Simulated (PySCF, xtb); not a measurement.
LiH, SMILES [LiH].

Harmonic wavenumbers (cm⁻¹) from GFN2-xTB (xtb 6.7.1) at its own minimum, in rising order: 1440.

**Question.** What does PySCF with PBE-D3(BJ)/def2-TZVPD give at its own minimum? (An estimate is asked for; the answer gives what the named calculation found.)

**Answer.** 1384. Paired by order, the mean absolute difference is 56 cm⁻¹ and the zero-point energies are 2.1 and 2.0 kcal/mol.
